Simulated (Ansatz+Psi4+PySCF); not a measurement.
**doublet C₂H₂N: levels of theory in one basis**

```xyz
5

C    -0.0074    0.0179   -1.1921
C    -0.0104    0.0113    0.2610
N     0.0166   -0.0051    1.4424
H     0.9051   -0.5173   -1.5709
H    -0.8973   -0.5269   -1.5723
```

Basis set: cc-pVTZ (spherical functions). Left uncorrelated: 3 orbitals. Correlation on ROHF uses semicanonical orbitals with singles. Charge 0, multiplicity 2.

Computed with Ansatz (development build ahead of 0.2.0) and Psi4 1.11; each method stands on the lowest determinant of its kind that the runs found.

```csv
method,E − E(ROHF) (eV),<S²> of the determinant
ROHF,0.00,0.75
UHF,-0.29,0.95
ROHF-MP2,-13.28,–
```

What does UHF-MP2 give on the same scale?

-12.83 eV.

Caution for UHF, UHF-MP2: the unrestricted determinant is spin contaminated.
